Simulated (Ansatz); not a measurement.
# Which is lower?

Two relaxed structures of CH6NSi (charge +1), singlet (PBE0-D4/def2-TZVP; forces vanish, vibrations not checked).

A:

```json
{"atom": "C1", "x (Å)": "-0.6063", "y (Å)": "0.7740", "z (Å)": "-1.3707"}
{"atom": "Si2", "x (Å)": "-0.1346", "y (Å)": "0.7417", "z (Å)": "0.2407"}
{"atom": "N3", "x (Å)": "0.4915", "y (Å)": "-0.9341", "z (Å)": "0.8170"}
{"atom": "H4", "x (Å)": "-0.5609", "y (Å)": "-0.0823", "z (Å)": "-2.0340"}
{"atom": "H5", "x (Å)": "-0.9849", "y (Å)": "1.6917", "z (Å)": "-1.8090"}
{"atom": "H6", "x (Å)": "-0.0537", "y (Å)": "1.6461", "z (Å)": "1.3912"}
{"atom": "H7", "x (Å)": "0.4508", "y (Å)": "-1.6018", "z (Å)": "0.0432"}
{"atom": "H8", "x (Å)": "-0.0637", "y (Å)": "-1.3268", "z (Å)": "1.5813"}
{"atom": "H9", "x (Å)": "1.4617", "y (Å)": "-0.9086", "z (Å)": "1.1403"}
```

B:

| atom | x (Å) | y (Å) | z (Å) |
| --- | --- | --- | --- |
| C1 | 0.5159 | -1.0195 | 0.8204 |
| Si2 | -0.0926 | 0.5889 | 0.2409 |
| N3 | -0.6004 | 0.8218 | -1.3033 |
| H4 | -0.6084 | 0.1048 | -2.0171 |
| H5 | -0.9427 | 1.7115 | -1.6439 |
| H6 | -0.1783 | 1.7864 | 1.0880 |
| H7 | 0.4974 | -1.7762 | 0.0347 |
| H8 | -0.0975 | -1.3548 | 1.6644 |
| H9 | 1.5402 | -0.9050 | 1.1927 |

Computed with Ansatz 0.2.0 (basis: def2-TZVPP); correlated methods freeze the cores. B3LYP uses VWN-RPA correlation.

**Question.** Which structure is lower at CCSD(T), and by how much? (To be estimated.)

**Answer.** Computed: B, by 1.509 eV (electronic energy, against the other). By their contacts, A is CH₆NSi ([CH2][SiH][NH3]), total charge +1 and B is CH₆NSi ([CH3][SiH][NH2]), total charge +1.

All methods give the same order:

| method | E(B) − E(A) (eV) |
| --- | --- |
| PBE-D4 | -1.495 |
| r2SCAN-D4 | -1.580 |
| PBE0-D4 | -1.595 |
| B3LYP-D4 | -1.596 |
| wB97M-V | -1.641 |
| HF | -1.854 |
| MP2 | -1.608 |
| CCSD | -1.577 |
| CCSD(T) | -1.509 |

No T1 diagnostic of these runs exceeds 0.013. The restricted Hartree–Fock reference is unstable towards an unrestricted one at one or more of these structures.

Labels in which every atom is bracketed show which atoms are joined, not bond orders.

For scale, one of the runs: CCSD(T)/def2-TZVPP, 188 basis functions, launched by `ansatz run in.yaml --threads 2 --pin off --events-out ev --progress --plain --max-ram 4352MiB`. Time: 36 s of wall clock on 2 CPU threads of an Arm Neoverse V2; the host was shared. Peak host memory: 1.9 GiB.
